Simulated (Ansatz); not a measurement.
Strength of the N–C bond: C3H8N → C2H5N + CH3

Species: C3H8N `[CH2]N(C)C`, doublet; C2H5N (N-methylmethanimine) `C=NC`, singlet; CH3 (methyl radical) `[CH3]`, doublet. 

Shapes, held fixed at every level: PBE0-D4/def2-TZVP. Flexible molecules stand in one conformer, not always the lowest. Programs: Ansatz 0.2.0. The zero-point and thermal change to 298 K, harmonic and unscaled (PBE0-D4/def2-TZVP), is -17.3 kJ/mol.

Question: Estimate ΔH(298 K) of this reaction.

Answer: MP2/def2-TZVPP gives ΔH(298 K) = +83.6 kJ/mol; the levels span +56.2 to +158.4. A fragment pairs its electrons up again, so this isn't a typical strength of such a bond. The median of the levels is +85.7. No measured value is set beside it here. Open shells run unrestricted unless RO is named.

```
                level                   kind  ΔH(298 K) (kJ/mol)
          HF/def2-SVP           Hartree–Fock               +56.2
     SPW92/def2-TZVPP                    LDA              +158.4
    PBE-D4/def2-TZVPP                    GGA               +98.9
 r2SCAN-D4/def2-TZVPP               meta-GGA               +87.8
  B3LYP-D4/def2-TZVPP          global hybrid               +83.4
r2SCAN0-D4/def2-TZVPP          global hybrid               +94.9
     CCSD(T)/def2-SVP  coupled cluster or CI               +79.2
       MP2/def2-TZVPP    perturbation theory               +83.6
```
